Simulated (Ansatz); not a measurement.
A structure of ZrSe$_{2}$ relaxed with PBEsol (plane waves to 420 eV, PAW, scalar-relativistic; Ansatz, a program for electronic structure); single points at other levels follow on the same geometry (Ansatz, PAW; HSE06 at 420 eV on a 6×6×4 k-mesh; no spin-orbit coupling). Space group P-3m1 (No. 164).

ZrSe2 is taken in the trigonal space group P-3m1 (No. 164), the CdI2 type structure, Pearson symbol hP3. Conventional cell: a = 3.728 Å, b = 3.728 Å, c = 6.135 Å, α = 90.00°, β = 90.00°, γ = 120.00°. Zr on 1b is surrounded by 6 Se at 2.675 Å (octahedral). Se on 2d is surrounded by 3 Zr at 2.675 Å (trigonal pyramidal). (Neighbours: up to the widest gap in distance over summed covalent radii, below 1.35, at either atom; cation-cation and far metal-metal contacts left out.)

```tsv
level	gap (eV)	kind	conduction minimum
PBEsol	0.08	indirect	–
HSE06	?	–	–
```

Complete the blanks.


- HSE06, gap (eV): 0.76

HSE06 gaps come from a coarse mesh plus a few chosen points, so they may be too large. No spin polarisation in the result. Without a van der Waals term the distances between weakly bound units are poorly fixed.

Measured for ZrSe2: a 3.77 Å (as listed in Torbjörn Björkman, The Journal of Chemical Physics (2014)); c 6.122 Å (corrected from measurement; as listed in Torbjörn Björkman, The Journal of Chemical Physics (2014)). Computed minus measured — a: PBEsol -1.1 %; c: PBEsol +0.2 %. The computed values are for a static lattice.

The run could not lose the symmetry of its start; a randomly shaken copy of 6 atoms returns to this structure.
